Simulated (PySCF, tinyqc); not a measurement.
Worked calculation: LCCD on RHF in the sto-3g basis, frozen core, for LiH, spin multiplicity 1. The lowest restricted solution is unstable here: a spin-polarised one lies 0.0019 hartree lower (PySCF). One step of it, computed by the program tinyqc.

Question. Orthogonalisation. S = U s U^T; symmetric (Loewdin) form X = U s^(-1/2) U^T, so that X^T S X = 1.

overlap S, order 1Li 1s, 1Li 2s, 1Li 2px, 1Li 2py, 1Li 2pz, 2H 1s:
```
[[1.000000, 0.241137, 0.000000, 0.000000, 0.000000, 0.020483],
 [0.241137, 1.000000, 0.000000, 0.000000, 0.000000, 0.269864],
 [0.000000, 0.000000, 1.000000, 0.000000, 0.000000, 0.000000],
 [0.000000, 0.000000, 0.000000, 1.000000, 0.000000, 0.000000],
 [0.000000, 0.000000, 0.000000, 0.000000, 1.000000, 0.388593],
 [0.020483, 0.269864, 0.000000, 0.000000, 0.388593, 1.000000]]
```

Give: eigenvalues of S; X.

Answer.

eigenvalues of S: [0.5097, 0.8049, 1.0000, 1.0000, 1.1825, 1.5030]

X, order 1Li 1s, 1Li 2s, 1Li 2px, 1Li 2py, 1Li 2pz, 2H 1s:
```
[[1.0234, -0.1297, 0.0000, 0.0000, -0.0064, 0.0182],
 [-0.1297, 1.0576, 0.0000, 0.0000, 0.0487, -0.1621],
 [0.0000, 0.0000, 1.0000, 0.0000, 0.0000, 0.0000],
 [0.0000, 0.0000, 0.0000, 1.0000, 0.0000, 0.0000],
 [-0.0064, 0.0487, 0.0000, 0.0000, 1.0681, -0.2277],
 [0.0182, -0.1621, 0.0000, 0.0000, -0.2277, 1.1016]]
```
